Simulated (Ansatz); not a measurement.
Species: C$_{2}$H$_{6}$, net charge 1, doublet state. 
Geometry from a B3LYP-D3(BJ)/def2-TZVP (Ansatz, a program for electronic structure) optimisation:
```
C
H 1 1.0844
C 1 1.4343 2 118.36
H 3 1.0844 1 118.36 2 180.00
H 1 1.1399 2 111.95 3 133.47
H 3 1.1399 4 111.95 1 -133.47
H 1 1.1399 2 111.95 5 93.07
H 3 1.1399 4 111.95 6 -93.07
```
Charge +1, spin multiplicity 2.

Total electronic energies in hartree. Cores are frozen in the correlated levels unless marked. Open shells are spin-unrestricted. No spin-orbit coupling. No relativistic terms. CBS(X,Y): correlation extrapolated as X^-3; Hartree-Fock from the larger set. The bracket is a focal-point correction in the basis named. The program attaches cautions to a run behind SCS-MP2/STO-3G: other roots.

| level | program | energy (Eh) |
|---|---|---|
| HF/aug-cc-pVTZ | Ansatz | -78.84465 |
| revPBE-D4/def2-TZVPD | Ansatz + dftd4 | -79.42766 |
| r2SCAN0-D4/def2-TZVPD | Ansatz + dftd4 | … |
| B2GP-PLYP-D3(BJ)/def2-TZVPD | Ansatz + dftd3 | -79.32353 |
| B2PLYP-D3(BJ)/def2-TZVPD | Ansatz + dftd3 | -79.34447 |
| SCS-MP2/STO-3G | Ansatz | -78.01430 |
| SCS-MP2/6-31G | Ansatz | -78.96392 |
| SCS-MP2/def2-TZVPPD | Ansatz | -79.20293 |
| RI-MP2/CBS(def2-TZVPPD,def2-QZVPPD)+[CCSD(T)-MP2]/def2-TZVPPD | Ansatz | -79.2797 |

**Question.** Fill in the missing entries.

**Answer.** 
- r2SCAN0-D4/def2-TZVPD, energy (Eh): -79.37245
